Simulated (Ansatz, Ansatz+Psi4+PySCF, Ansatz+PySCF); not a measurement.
```xyz
2

Co    0.0000    0.0000    0.0000
F     0.8567   -1.4871   -0.2611
```

Basis set: cc-pVTZ (spherical functions). Charge 0, multiplicity 3.

Computed with Ansatz (development build ahead of 0.2.0); each method stands on the lowest determinant of its kind that the runs found.

**Question.** Give the atomization energy at this shape (free ground-state atoms in the same class of orbitals less the molecule, no zero-point energy) of triplet CoF by ROHF, UHF.

**Answer.**

```csv
method,atomization energy
ROHF,0.79 eV
UHF,2.61 eV
```

Caution: another spin multiplicity may lie lower; the determinant breaks the point group. Caution for ROHF: an unrestricted determinant lies well below. Caution for UHF: the unrestricted determinant is a mixture of spin states.
